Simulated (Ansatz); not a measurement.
# C₂H₃N: small, medium and large basis sets

The task here is to estimate one member of a computed series from the others.

Program: Ansatz 0.2.0, Gaussian basis. Level of theory: one geometry, several basis sets. These are calculated values, not measurements.

The runs, in order: PBE0-D4/def2-SVP; ωB97M-V/def2-SVP; PBE0-D4/def2-QZVPP; ωB97M-V/def2-QZVPP; the functionals' def2-TZVPP values are taken from earlier runs.

1 further run of the same task is left out (it didn't finish).

**Structure used throughout**

All runs share one geometry, relaxed beforehand with PBE0-D4 in a triple-zeta def2 set.

6 atoms, charge 0, spin multiplicity 1.

Atoms are counted from 1 here; the program's logs count them from 0.

Bond lengths: C1–N2 1.245 Å, C1–C3 1.442 Å, C1–H4 1.082 Å, N2–C3 1.527 Å, C3–H5 1.086 Å, C3–H6 1.086 Å. Angles: N2–C1–C3 68.8°, N2–C1–H4 139.1°, C3–C1–H4 152.1°, C1–N2–C3 61.7°, C1–C3–N2 49.5°, C1–C3–H5 120.6°, C1–C3–H6 120.6°, N2–C3–H5 116.4°, N2–C3–H6 116.4°, H5–C3–H6 115.9°.

Set-up of the first run:

in.yaml

```yaml
crystal:
  periodic: [false, false, false]
  atoms:
    - {symbol: C, position_ang: [-0.549326, -0.540537, -0.302208]}
    - {symbol: N, position_ang: [0.387364, -1.059539, 0.333681]}
    - {symbol: C, position_ang: [0.374269, 0.459184, 0.174806]}
    - {symbol: H, position_ang: [-1.444628, -0.840926, -0.830995]}
    - {symbol: H, position_ang: [1.122891, 0.881685, -0.489088]}
    - {symbol: H, position_ang: [0.151528, 1.036233, 1.067605]}
basis:
  gaussian: {orbitals: def2-SVP}
hamiltonian: {xc: pbe0, dispersion: d4}
output: {orbitals: {seedname: orbitals}}
```

Run with:

```
ansatz run in.yaml --threads 2 --pin off --events-out ev --progress --plain --max-ram 4352MiB
```

Steps of the session up to this table: PBE0-D4 in def2-SVP; ωB97M-V in def2-SVP; PBE0-D4 in def2-QZVPP; ωB97M-V in def2-QZVPP.

One of the session's tables, all rows but one given; the rest of the session is left out.

It belongs to the step «Density functionals: the series». 

```
functional       basis  HOMO (eV)  LUMO (eV)
   PBE0-D4    def2-SVP      -7.90      -0.31
   PBE0-D4  def2-TZVPP      -7.98      -0.54
   PBE0-D4  def2-QZVPP      -8.01      -0.62
   ωB97M-V    def2-SVP     -10.21       2.15
   ωB97M-V  def2-TZVPP          ?          ?
   ωB97M-V  def2-QZVPP     -10.32       1.60
```

Estimate the missing values for ωB97M-V, def2-TZVPP.

**Answer.** HOMO (eV): -10.31; LUMO (eV): 1.78. In the column «HOMO (eV)» it lies between ωB97M-V, def2-QZVPP (-10.32) and ωB97M-V, def2-SVP (-10.21).
